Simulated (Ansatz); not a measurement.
System: bcc Mo. Method: LDA (PAW; Ansatz, a quantum-chemistry and plane-wave program).

Run with plane-wave cutoff 500 eV, 12×20×1 k mesh (along the axes of the cell as run), Fermi–Dirac smearing 0.1 eV, scalar-relativistic PAW data made under PBE.

Task: Give the computed surface energy of the (211) face and work function of the (211) face.

Result: 
* **surface energy of the (211) face**: 3.36 J/m²
* **work function of the (211) face**: 4.40 eV

The slab of 12 atoms is relaxed and unreconstructed.

Computed values are for the static lattice.
